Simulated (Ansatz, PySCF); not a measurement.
System: C₃H₄, charge 0, singlet. C3H4 (prop-1-yne, SMILES C#CC).
B3LYP-D3(BJ)/def2-TZVP minimum from Ansatz (an electronic-structure program):
```xyz
7

C     -0.0011    -0.0004     0.2181
C     -0.0068    -0.0029     1.4176
C      0.0060     0.0025    -1.2360
H     -0.0119    -0.0051     2.4795
H      0.0152     1.0232    -1.6237
H      0.8874    -0.5130    -1.6226
H     -0.8790    -0.5002    -1.6311
```
Charge 0, spin multiplicity 1.

Total energies in hartree (Ansatz). Radicals and triplets start from unrestricted determinants; spin-orbit coupling is neglected. Cores are frozen in correlated methods. No relativity. Where a partner has so few electrons that a lower coupled-cluster level is exact, that level stands in.

```tsv
species	HF/cc-pVTZ	CCSD(T)/cc-pVTZ	HF/cc-pVQZ	CCSD(T)/cc-pVQZ	CCSD(T)/cc-pVDZ	CCSDT(Q)/cc-pVDZ
1: C3H4 (prop-1-yne, SMILES C#CC)	-115.90848	-116.43512	-115.91599	-116.46867	-116.31489	-116.31674
2: C (triplet)	-37.69157	-37.78076	-37.69331	-37.78654	-37.76038	-37.76071
3: H (doublet)	-0.49981	-0.49981	-0.49995	-0.49995	-0.49928	-0.49928
```

Task: Work out the enthalpy of formation at 298 K (by atomisation, with ideal-gas terms from PySCF's Hessian at B3LYP-D3(BJ)/def2-TZVP and the atoms' measured values of the G2/97 table; no spin-orbit terms) in kcal/mol: take Hartree-Fock from cc-pVQZ, extrapolate the CCSD(T) correlation energy as X^-3 (X = 3, 4), and add CCSDT(Q) - CCSD(T) in cc-pVDZ. The further terms named in the bracket sum to +1.19452 hartree. 1 hartree = 627.51 kcal/mol.

Result: 
Species 1: correlation (64·(-0.55268) - 27·(-0.52664))/37 = -0.57168; step -0.00185; E1 = -115.91599 + (-0.57168) + (-0.00185) = -116.48952
Species 2: correlation (64·(-0.09323) - 27·(-0.08919))/37 = -0.09618; step -0.00033; E2 = -37.69331 + (-0.09618) + (-0.00033) = -37.78982
Species 3: correlation (64·(0.00000) - 27·(0.00000))/37 = 0.00000; step +0.00000; E3 = -0.49995 + (0.00000) + (+0.00000) = -0.49995
+1·E1 -3·E2 -4·E3 +1.19452 = 0.07426 hartree = 46.6 kcal/mol. Measured: 44.4 kcal/mol, 185.8 kJ/mol (Active Thermochemical Tables 1.112 (ions: stationary electron), as tabulated in the package chemicals); atomic spin-orbit terms, which the calculations lack, would raise the computed values. The composite differs from it by +2.2 kcal/mol; core, relativistic and spin-orbit terms are not in it.
